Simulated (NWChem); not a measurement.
# One shape, several levels: BHCl2 (SMILES [H]B(Cl)Cl)

Wanted: a comparison of 5 runs (B3LYP/6-31G*, TPSS/6-31G*, B3LYP/6-31G, B2PLYP/pcseg-1) of BHCl2. 

The results are computed with NWChem 7.3.0.

### Step 1. The molecule

BHCl2: 4 atoms, total charge 0, spin state singlet. SMILES: `[H]B(Cl)Cl`. The coordinates come from a GFN2-xTB relaxation.

Bond lengths: B1–Cl2 1.701 Å, B1–Cl3 1.702 Å, B1–H4 1.173 Å. Angles: Cl2–B1–Cl3 120.2°, Cl2–B1–H4 119.9°, Cl3–B1–H4 119.9°.

### Step 2. Energy and gradient at B3LYP/6-31G(d) (Cartesian functions) (run 1)

The input, job.nw:

```
echo
start job
title "BCl2H"
memory stack 880 mb heap 220 mb global 1100 mb

geometry units angstroms noautosym nocenter noautoz
  B     -0.067270    -0.112350     0.001160
  Cl     1.633390    -0.145760     0.012580
  Cl    -0.893540     1.375320    -0.017490
  H     -0.672580    -1.117210     0.003750
end

basis cartesian
  * library 6-31G*
end

dft
  xc b3lyp
  grid xfine
  convergence energy 1e-08
  maxiter 100
  mulliken
  print low
end

task dft gradient
```

The run is started by

```console
$ nwchem job.nw > job.out
```

Log:

```text
[...]
 d= 0,ls=0.0,diis     1   -945.8602723352 -1.06D+03  1.95D-02  5.96D-01     0.9
[...]
 d= 0,ls=0.0,diis     8   -945.9175022726 -3.96D-10  8.50D-07  1.40D-09     5.7
         Total DFT energy =     -945.917502272603
      One electron energy =    -1531.383909527426
           Coulomb energy =      532.299425334565
    Exchange-Corr. energy =      -61.000879548535
 Nuclear repulsion energy =      114.167861468793
[...]
      Total Density - Mulliken Population Analysis
     ---------------------------------------------
    Atom       Charge   Shell Charges
 -----------   ------   -------------------------------------------------------
    1 B    5     4.95   1.99  0.59  1.44  0.38  0.43  0.10
    2 Cl  17    17.05   2.00  1.99  5.97  1.46  3.65  0.53  1.47 -0.02
    3 Cl  17    17.05   2.00  1.99  5.97  1.46  3.65  0.53  1.47 -0.02
    4 H    1     0.95   0.53  0.42
[...]
                         DFT ENERGY GRADIENTS
    atom               coordinates                        gradient
                 x          y          z           x          y          z
   1 B      -0.127122  -0.212311   0.002192    0.008885   0.014071   0.000094
   2 Cl      3.086660  -0.275446   0.023773   -0.028919   0.003437  -0.000271
   3 Cl     -1.688546   2.598978  -0.033051    0.016379  -0.023612   0.000266
   4 H      -1.270992  -2.111221   0.007086    0.003655   0.006104  -0.000089
 Task  times  cpu:        7.2s     wall:        7.2s
 Total times  cpu:        7.2s     wall:        7.2s
```

Wall time 7.8 s (1 thread of Intel Xeon 6975P-C (Granite Rapids), shared host); peak memory 0.13 GiB.

### Step 3. Energy and gradient at TPSS/6-31G(d) (spherical functions) (run 2)

The input, calc.nw:

```
echo
start calc
title "BCl2H"
memory stack 880 mb heap 220 mb global 1100 mb

geometry units angstroms noautosym nocenter noautoz
B       -0.067270      -0.112350       0.001160
Cl       1.633390      -0.145760       0.012580
Cl      -0.893540       1.375320      -0.017490
H       -0.672580      -1.117210       0.003750
end

basis "ao basis" spherical bse
* library 6-31G*
end

dft
xc xtpss03 ctpss03
mult 1
grid xfine
convergence energy 1e-08
iterations 100
mulliken
print low
end

task dft gradient
```

The run is started by

```console
$ nwchem calc.nw > calc.out
```

Log:

```text
[...]
 d= 0,ls=0.0,diis     1   -945.8726612754 -1.06D+03  2.34D-02  3.94D-01     1.0
[...]
 d= 0,ls=0.0,diis     8   -945.9276527839  9.59D-10  3.50D-06  2.48D-08     6.6
         Total DFT energy =     -945.927652783917
      One electron energy =    -1531.517544358255
           Coulomb energy =      532.483395562306
    Exchange-Corr. energy =      -61.061365456760
 Nuclear repulsion energy =      114.167861468793
[...]
      Total Density - Mulliken Population Analysis
     ---------------------------------------------
    Atom       Charge   Shell Charges
 -----------   ------   -------------------------------------------------------
    1 B    5     4.97   2.00  0.61  1.44  0.40  0.45  0.08
    2 Cl  17    17.04   2.00  2.00  5.97  1.40  3.66  0.54  1.45  0.02
    3 Cl  17    17.04   2.00  2.00  5.97  1.40  3.66  0.54  1.45  0.02
    4 H    1     0.94   0.53  0.41
[...]
                         DFT ENERGY GRADIENTS
    atom               coordinates                        gradient
                 x          y          z           x          y          z
   1 B      -0.127122  -0.212311   0.002192    0.009347   0.014848   0.000085
   2 Cl      3.086660  -0.275446   0.023773   -0.029645   0.003153  -0.000272
   3 Cl     -1.688546   2.598978  -0.033051    0.016471  -0.024389   0.000275
   4 H      -1.270992  -2.111221   0.007086    0.003827   0.006387  -0.000089
 Task  times  cpu:        8.7s     wall:        8.7s
 Total times  cpu:        8.7s     wall:        8.7s
```

Run time: 9.3 s. Hardware: 1 thread of Intel Xeon 6975P-C (Granite Rapids), shared host; peak memory 0.12 GiB.

Run 3 isn't shown in full; the table further down has it.

### Step 4. Energy and forces at B3LYP/6-31G(d) (spherical functions) (run 4)

The input, struct.nw:

```
echo
start struct
title "BCl2H gradient"
memory 2200 mb
charge 0
geometry units au noautosym nocenter noautoz
  B   -0.12712188  -0.21231073   0.00219208
  Cl   3.08665975  -0.27544648   0.02377275
  Cl  -1.68854588   2.59897813  -0.03305131
  H   -1.27099200  -2.11122092   0.00708647
end
basis spherical bse
  * library 6-31G*
end
dft
  xc b3lyp
  grid xfine
  convergence energy 1e-08
  iterations 100
  mulliken
end
task dft gradient
```

The run is started by

```console
$ nwchem struct.nw > struct.out
```

Log:

```text
[...]
          Wavefunction type:  closed shell.
          No. of atoms     :     4
          No. of electrons :    40
[...]
          Charge           :     0
          Spin multiplicity:     1
[...]
          AO basis - number of functions:    52
[...]
              XC Information
              --------------
                         B3LYP Method XC Potential
                     Hartree-Fock (Exact) Exchange  0.200
                        Slater Exchange Functional  0.800 local
                    Becke 1988 Exchange Functional  0.720 non-local
              Lee-Yang-Parr Correlation Functional  0.810
                  VWN I RPA Correlation Functional  0.190 local
[...]
 d= 0,ls=0.0,diis     1   -945.8560577514 -1.06D+03  1.95D-02  3.98D-01     0.8
[...]
 d= 0,ls=0.0,diis     8   -945.9104756452 -3.91D-10  9.10D-07  1.69D-09     5.2
         Total DFT energy =     -945.910475645203
      One electron energy =    -1531.515507463468
           Coulomb energy =      532.482999614504
    Exchange-Corr. energy =      -61.045821180714
 Nuclear repulsion energy =      114.167853384475
[...]
  wavefunction    = closed shell
                         DFT ENERGY GRADIENTS
    atom               coordinates                        gradient
                 x          y          z           x          y          z
   1 B      -0.127122  -0.212311   0.002192    0.008683   0.013736   0.000095
   2 Cl      3.086660  -0.275446   0.023773   -0.028602   0.003439  -0.000269
   3 Cl     -1.688546   2.598978  -0.033051    0.016232  -0.023330   0.000263
   4 H      -1.270992  -2.111221   0.007086    0.003687   0.006156  -0.000090
[...]
```

Wall time 7.5 s (1 thread of Intel Xeon 6975P-C (Granite Rapids), shared host); peak memory 0.12 GiB.

### Step 5. The energy at B2PLYP/pcseg-1 (run 5)

The input, bcl2h.nw:

```
start bcl2h
title "BCl2H B2PLYP"
memory 2200 mb

geometry units angstroms noautosym nocenter noautoz
   B       -0.067270      -0.112350       0.001160
   Cl       1.633390      -0.145760       0.012580
   Cl      -0.893540       1.375320      -0.017490
   H       -0.672580      -1.117210       0.003750
end

basis spherical bse
   * library pcseg-1
end

dft
   xc hfexch 0.53 becke88 0.47 lyp 0.73 mp2 0.27
   dftmp2 semidirect
   grid xfine
   convergence energy 1e-08
   iterations 100
   mulliken
end

mp2
   freeze core 11
end

task dft energy
```

The run is started by

```console
$ nwchem bcl2h.nw > bcl2h.out
```

Log:

```text
[...]
          Wavefunction type:  closed shell.
          No. of atoms     :     4
          No. of electrons :    40
[...]
          Charge           :     0
          Spin multiplicity:     1
[...]
          AO basis - number of functions:    55
[...]
              XC Information
              --------------
                     Hartree-Fock (Exact) Exchange  0.530
                    Becke 1988 Exchange Functional  0.470
              Lee-Yang-Parr Correlation Functional  0.730
[...]
 d= 0,ls=0.0,diis     1   -945.3856567352 -1.06D+03  1.24D-02  2.64D-01     1.0
[...]
 d= 0,ls=0.0,diis     8   -945.4281521039 -1.14D-09  6.82D-07  6.98D-10     5.5
         Total DFT energy =     -945.428152103903
      One electron energy =    -1531.393581579897
           Coulomb energy =      532.342108030051
    Exchange-Corr. energy =      -60.544540022849
 Nuclear repulsion energy =      114.167861468793
[...]
      Total Density - Mulliken Population Analysis
     ---------------------------------------------
    Atom       Charge   Shell Charges
 -----------   ------   -------------------------------------------------------
    1 B    5     4.69   2.00  0.70  0.21  1.50  0.21  0.07
    2 Cl  17    17.18   2.00  2.00  1.23  0.71  5.99  3.85  1.37  0.03
    3 Cl  17    17.18   2.00  2.00  1.23  0.71  5.99  3.85  1.37  0.03
    4 H    1     0.95   0.79  0.15  0.01
[...]
  Basis functions       =     55
[...]
```

Run time: 6.9 s. Hardware: 1 thread of Intel Xeon 6975P-C (Granite Rapids), shared host; peak memory 0.13 GiB.

### Step 6. The series

```tsv
run	level	Cartesian functions	task	energy (Eh)	largest force (eV/Å)	wall time
1	B3LYP/6-31G* (Cartesian functions)	yes	gradient	-945.917502	1.498	7.8 s
2	TPSS/6-31G* (spherical functions)	no	gradient	-945.927653	1.533	9.3 s
3	B3LYP/6-31G	no	gradient	-945.864300	2.547	5.4 s
4	B3LYP/6-31G* (spherical functions)	no	gradient	-945.910476	1.481	7.5 s
5	B2PLYP/pcseg-1	no	energy	-945.541611	–	6.9 s
```

### Step 7. Outcome

```
                                  quantity          value
                       run 5: total energy  -945.54161 Eh
           run 5: dipole moment (SCF part)         0.69 D
  run 5: HOMO energy (SCF part's orbitals)      -10.62 eV
  run 5: LUMO energy (SCF part's orbitals)       -0.29 eV
run 5: HOMO–LUMO gap (SCF part's orbitals)       10.33 eV
```

What this shows: Over runs 3, 4, 5 the dipole moment (its size) runs from 0.46 D (B3LYP/6-31G*) to 0.70 D (B3LYP/6-31G). Over runs 3, 4, 5 the HOMO–LUMO gap runs from 7.24 eV (B3LYP/6-31G) to 10.33 eV (B2PLYP/pcseg-1). The two ends differ in method and basis. A double hybrid's value is that of its SCF part. Totals of different functionals can't be ranked against each other. All runs together took 37 s, the longest 9.3 s.
